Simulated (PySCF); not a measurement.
**BCl: from the state search to spectroscopic constants**

An exercise on one series of results from a longer session: the logs are not shown, and one member is left open.

Program: PySCF 2.14.0. Level of theory: B x2c-SVPall, Cl x2c-SVPall, spin-free X2C with a Gaussian nucleus. These are calculated values, not measurements.

The first run:

Settings of the job:

```
atoms                         : B, Cl
charge                        : 0
basis                         : B x2c-SVPall, Cl x2c-SVPall
Hamiltonian                   : spin-free X2C with a Gaussian nucleus
basis functions               : 32
electrons treated             : 22
masses in u                   : 11.0093, 34.9689
levels                        : PBE0, PBE, r²SCAN, MN15, BHandHLYP, revPBE, HF, MP2, SCS-MP2, CCSD, CCSD(T)
grid                          : 80 radial by 434 angular points
occupations                   : held fixed by the projection of orbital angular momentum
dissociation limit            : B + Cl, each in its ground configuration
starting distance in angstrom : 1.785
values of 2S to try           : 0, 2
```

Launch:

```bash
$ OMP_NUM_THREADS=1 python dia.py task.json out
```

Among the steps run: The job; PBE0 along the bond; Other states along the same grid; PBE (GGA); r²SCAN (meta-GGA); MN15 (hybrid meta-GGA); BHandHLYP (global hybrid GGA); revPBE (GGA); RHF (mean field); Adding correlation.

One of the session's tables, all rows but one given; the rest of the session is left out.

It belongs to the step «The curves together». Energy (eV) from each level's lowest point:

```
R (Å)    RHF  RHF-MP2  RHF-SCS-MP2  RHF-CCSD  RHF-CCSD(T)
1.479  1.052    0.970        0.998       n/a          n/a
1.548  0.462    0.404        0.423     0.459        0.465
1.617  0.140    0.106        0.118     0.138        0.142
1.668  0.029    0.012        0.018     0.027        0.029
1.720  0.000    0.000        0.000     0.000        0.000
1.772  0.034    0.051        0.045     0.036        0.034
1.840  0.152    0.190        0.177     0.157        0.153
1.926      ?        ?            ?         ?            ?
2.030  0.718    0.811        0.777     0.735        0.721
2.167  1.223    1.354        1.305       n/a          n/a
```

Q: Estimate the row for R (Å) = 1.926 from the others.

Worked estimate for «RHF». A straight line through the neighbours (1.840, 0.152) and (2.030, 0.718) gives 0.152 + (0.718 − 0.152) × (1.926 − 1.840) / (2.030 − 1.840) = 0.408; a parabola fitted to 4 rows on both sides gives 0.387.

As computed: RHF: 0.378; RHF-MP2: 0.442; RHF-SCS-MP2: 0.419; RHF-CCSD: 0.389; RHF-CCSD(T): 0.380. In «RHF» the line misses by +0.030 and the parabola by +0.009.

State 2 has its PBE0 minimum 2.10 eV higher. The other levels ran on the lowest alone.
